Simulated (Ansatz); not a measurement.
Consider the isomerisation: `CC(F)SS` → `CC(F)(S)S`.

Isolated molecules relaxed with PBE0-D4/def2-TZVP in Ansatz; ΔE leaves out vibrations. CBS: MP2 limit from def2 TZ/QZ plus the TZ coupled-cluster correction, frozen cores. Each species was taken in one conformer, which may not be the lowest.

`CC(F)SS`:

Z-matrix (Å, degrees):
```
C
C 1 1.502
H 1 1.092 2 109.3
H 1 1.091 2 110.3 3 119.7
H 1 1.090 2 110.2 3 -119.9
F 2 1.380 1 109.2 3 -54.4
S 2 1.810 1 115.5 3 -179.5
H 2 1.097 1 111.7 3 64.3
S 7 2.037 2 104.2 1 52.0
H 9 1.347 7 98.3 2 85.4
```

`CC(F)(S)S`:

Z-matrix (Å, degrees):
```
C
C 1 1.508
H 1 1.091 2 109.3
H 1 1.089 2 110.6 3 -120.4
H 1 1.093 2 109.7 3 119.5
F 2 1.379 1 108.0 3 -57.8
S 2 1.829 1 113.5 3 56.8
S 2 1.806 1 113.8 3 179.6
H 7 1.342 2 95.1 1 59.7
H 8 1.347 2 96.2 1 43.7
```

| species | CCSD(T)/CBS(def2) energy (Eh) |
| --- | --- |
| `CC(F)SS` | -974.45519 |
| `CC(F)(S)S` | -974.44482 |

(1) Work out ΔE.

Largest T1 diagnostic among the species: 0.012.

## Answers

(1) ΔE = (-974.44482) − (-974.45519) = 0.01037 Eh = +27.2 kJ/mol.

In def2-TZVPP, CCSD(T) changes the Hartree–Fock value by −9.9 kJ/mol (the triples alone add −1.1 kJ/mol) and MP2 by −10.7 kJ/mol.
